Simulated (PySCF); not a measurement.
Bond stretch in LiH, singlet.

- RKS-PBE = restricted PBE/cc-pVDZ (PySCF)
- UKS-PBE = unrestricted PBE/cc-pVDZ (PySCF)
- UKS-CAM-B3LYP = unrestricted CAM-B3LYP/cc-pVDZ (PySCF)
- UCCSD(T) = CCSD(T) on UHF/cc-pVDZ run with PySCF

Energies relative to the lowest point of each curve near equilibrium, in kcal/mol; the last columns give the difference from UCCSD(T):

```tsv
R / Å	RKS-PBE	UKS-PBE	UKS-CAM-B3LYP	UCCSD(T)	RKS-PBE − UCCSD(T)	UKS-PBE − UCCSD(T)	UKS-CAM-B3LYP − UCCSD(T)
1.26	13.8	13.8	12.9	13.1	0.6	0.6	-0.2
1.36	6.3	6.3	5.6	6.0	0.3	0.3	-0.3
1.45	2.4	2.4	2.0	2.3	0.1	0.1	-0.3
1.51	0.9	0.9	0.7	0.8	0.1	0.1	-0.2
1.57	0.2	0.2	0.1	0.1	0.0	0.0	-0.1
1.60	0.0	0.0	0.0	0.0	0.0	0.0	0.0
1.66	0.1	0.1	0.3	0.1	0.0	0.0	0.1
1.68	0.2	0.2	0.4	0.3	-0.1	-0.1	0.2
1.74	0.8	0.8	1.2	0.9	-0.1	-0.1	0.3
1.88	3.4	3.4	4.3	3.6	-0.2	-0.2	0.7
1.99	6.2	6.2	7.5	6.6	-0.3	-0.3	0.9
2.14	10.7	10.7	12.5	11.2	-0.5	-0.5	1.4
2.40	19.0	19.0	22.0	19.7	-0.6	-0.6	2.3
2.62	26.0	26.0	30.0	26.6	-0.6	-0.6	3.4
2.88	33.7	33.4	38.7	33.9	-0.2	-0.5	4.7
3.19	41.7	39.9	45.7	40.8	0.9	-0.9	4.9
3.49	48.1	44.3	50.1	45.4	2.7	-1.1	4.7
3.88	54.9	48.1	53.6	48.9	6.0	-0.8	4.7
4.33	60.8	50.6	55.8	50.7	10.1	-0.1	5.1
4.80	65.2	51.8	56.8	51.5	13.7	0.3	5.3
5.60	70.0	52.0	57.3	51.9	18.1	0.1	5.4
6.41	72.5	52.0	57.5	52.0	20.6	0.0	5.5
```

RKS-PBE is furthest from UCCSD(T) at 6.41 (20.6 kcal/mol, above); its mean absolute difference over the points is 3.5 kcal/mol.

UKS-PBE is furthest from UCCSD(T) at 3.49 (-1.1 kcal/mol, below); its mean absolute difference over the points is 0.3 kcal/mol.

UKS-CAM-B3LYP is furthest from UCCSD(T) at 6.41 (5.5 kcal/mol, above); its mean absolute difference over the points is 2.3 kcal/mol.

At the longest distance RKS-PBE leaves fractional charges on the fragments, a sign of delocalisation error or of the restricted form. The restricted form behind RKS-PBE keeps the bonding electrons paired and can't separate into open-shell fragments. The unrestricted determinant behind UKS-PBE, UKS-CAM-B3LYP is spin-contaminated at 2.88 to 6.41 Å (<S²> up to 1.0, against 0.00 for a pure singlet). The unrestricted determinant behind UCCSD(T) is spin-contaminated at 2.40 to 6.41 Å (<S²> up to 1.0, against 0.00 for a pure singlet).
